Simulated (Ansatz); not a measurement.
# AlH₃S₂: a rigid scan of the bond length S1–H4

How does the energy rise as the bond length S1–H4 leaves its equilibrium value, and do density functionals follow CCSD(T)? All other internal coordinates keep their values.

Method: single points in def2-TZVPP; program: Ansatz 0.2.0, Gaussian basis.

Levels: PBE-D4, r2SCAN-D4, PBE0-D4, B3LYP-D4, wB97M-V, Hartree-Fock, MP2, CCSD, CCSD(T). The scan takes 1.210, 1.237, 1.277, 1.323, 1.374, 1.429, 1.488, 1.549, 1.613 Å.

Cores are frozen in the correlated methods. B3LYP uses VWN-RPA correlation.

## Step 1: The starting structure

The minimum, relaxed at PBE0-D4: SMILES `[SH][AlH][SH]`, 6 atoms, charge 0, spin multiplicity 1.

Atoms are counted from 1 here; the program's logs count them from 0.

Bond lengths: S1–Al2 2.178 Å, S1–H4 1.344 Å, Al2–S3 2.178 Å, Al2–H5 1.576 Å, S3–H6 1.344 Å. Angles: Al2–S1–H4 92.3°, S1–Al2–S3 116.1°, S1–Al2–H5 122.0°, S3–Al2–H5 122.0°, Al2–S3–H6 92.3°.

Coordinates:

```tsv
atom	x (Å)	y (Å)	z (Å)
S1	-1.4840	-1.2715	-0.8060
Al2	0.0336	0.1065	-0.0699
S3	1.0984	-0.5117	1.7266
H4	-1.7947	-0.4646	-1.8357
H5	0.3431	1.4712	-0.7948
H6	1.8455	0.6060	1.7337
```

Energies of the minimum (eV), from earlier single points: PBE-D4 -28306.80265, r2SCAN-D4 -28317.70151, PBE0-D4 -28309.26460, B3LYP-D4 -28321.74279, wB97M-V -28318.07987, CCSD(T) -28282.23520.

At the minimum the bond length S1–H4 is 1.344 Å.

## Step 2: S1–H4 = 1.210 Å

ccsdt-tzvpp/in.yaml reads:

```yaml
crystal:
  periodic: [false, false, false]
  atoms:
    - {symbol: S, position_ang: [-1.483953, -1.271459, -0.806040]}
    - {symbol: Al, position_ang: [0.033570, 0.106482, -0.069918]}
    - {symbol: S, position_ang: [1.098445, -0.511731, 1.726555]}
    - {symbol: H, position_ang: [-1.763590, -0.545329, -1.732667]}
    - {symbol: H, position_ang: [0.343061, 1.471194, -0.794820]}
    - {symbol: H, position_ang: [1.845547, 0.606041, 1.733676]}
basis:
  gaussian: {orbitals: def2-TZVPP}
correlation: {method: ccsd_t}
```

No record of the launch command was kept for these runs.

After this run come: S1–H4 = 1.237 Å; S1–H4 = 1.277 Å; S1–H4 = 1.323 Å; S1–H4 = 1.374 Å; S1–H4 = 1.429 Å; S1–H4 = 1.488 Å; S1–H4 = 1.549 Å; S1–H4 = 1.613 Å.

Before running it: what results should come out? Wanted: highest point, CCSD(T); lowest point, CCSD(T); minimum along the scan, CCSD(T); RMS deviation from CCSD(T); largest T1 diagnostic.

**Answer**, as computed:

| quantity | value |
| --- | --- |
| highest point, CCSD(T) | 59.8 kJ/mol at 1.613 Å |
| lowest point, CCSD(T) | 0.0 kJ/mol at 1.344 Å |
| minimum along the scan, CCSD(T) | 1.341 Å |
| curvature there | 26.6 eV/Å² |
| RMS deviation from CCSD(T) | PBE-D4 4.2, r2SCAN-D4 0.8, PBE0-D4 0.6, B3LYP-D4 1.0, wB97M-V 0.6, Hartree-Fock 5.3, MP2 2.5, CCSD 1.0 kJ/mol |
| largest T1 diagnostic | 0.012 |

**Reading.** A polynomial through the near points puts the CCSD(T) minimum 0.003 Å below the PBE0-D4 value. The well is lopsided: squeezing costs more than stretching by the same length. Curvature against CCSD(T): PBE-D4 -6 %, Hartree-Fock +10 %. wB97M-V follows the CCSD(T) curve best and Hartree-Fock worst.
